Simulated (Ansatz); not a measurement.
## Ansatz (development build ahead of 0.2.0) run

```yaml
crystal:
  periodic: [false, false, false]
  atoms:
    - { symbol: B, position_ang: [0.0, 0.0, 0.0] }
    - { symbol: B, position_ang: [0.0, 0.0, 4.8686] }
basis:
  gaussian: { orbitals: pcseg-2 }
magnetization:
  spin_polarized: true
  initial_magnetization: 2
hamiltonian:
  xc: { name: wB97X }
```

The input is written out in the form of the current development build from the run's settings.

The run gave:

```yaml
Converged: yes
Total_energy: -49.30125 hartree
Spin_squared_of_the_determinant: 2.008
Stability_test: minimum
```
